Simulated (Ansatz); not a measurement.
# One structure, 3 elements: Rb2Li, Rb2Na, CsRb2

Plane-wave DFT in Ansatz with scalar-relativistic PAW potentials, cutoff 420 eV, Γ-centred meshes chosen by cell and gap, Gaussian smearing with energies taken to zero width. Every cell was relaxed (cell and atoms) in a run of its own, within the symmetry of its start. Functional: PBE.

All members share space group Fd-3m and the same sites; only the element on one set of sites changes (Li, Na, Cs). Members needn't be the stable form of their composition. Energies over the elements, where given, are against the elements' standard states in the same functional (H₂, N₂, O₂ and halogens uncorrected, Hg as a solid). The first member:

Space group Fd-3m:1 (No. 227). a = 11.954 Å, b = 11.954 Å, c = 11.954 Å, α = 90.00°, β = 90.00°, γ = 90.00°
```json
{"atom": "Rb", "site": "16d", "symmetry": ".-3m", "x": "0.1250", "y": "0.6250", "z": "0.1250"}
{"atom": "Li", "site": "8a", "symmetry": "-43m", "x": "0.5000", "y": "0.0000", "z": "0.5000"}
```

| compound | V (Å³/atom) | a (Å) | energy over elements (eV/atom) |
| --- | --- | --- | --- |
| Rb2Li | 71.18 | 11.954 | 0.320 |
| CsRb2 | 102.10 | 13.482 | 0.004 |

Question: Predict the member with Na.

Answer: V (Å³/atom) 77.83, a (Å) 12.316, energy over elements (eV/atom) 0.154. Interpolating linearly in period between Li and Cs would give 78.91 Å³/atom (1.4 % too large), with 0.241 eV/atom over the elements. Over the whole series the volume grows at each step down the group; all are metallic on the mesh; none is bound against its elements in this structure, and Cs comes closest.

Spin-orbit coupling is left out, which matters for the bands of heavy elements.